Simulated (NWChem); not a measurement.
hydrogen fluoride (HF) in NWChem

```xyz
2

F      0.0000     0.0000     0.0925
H      0.0000     0.0000    -0.8323
```
Charge 0, spin multiplicity 1.

All runs are NWChem calculations. Structure: optimised with B3LYP/def2-SVP, a minimum by its harmonic frequencies.

Symmetry labels belong to the abelian group C2v used in the runs, with the axes of the coordinates shown; states degenerate in a higher group split over its labels.

### Question
List the lowest 4 singlet excitations that TD-CAM-B3LYP/aug-cc-pVDZ gives, with oscillator strengths.

### Answer
```tsv
state	symmetry	energy (eV)	wavelength (nm)	f
1	b1	9.56	130	0.038
2	b2	9.56	130	0.038
3	b1	13.06	95	0.008
4	b2	13.06	95	0.008
```
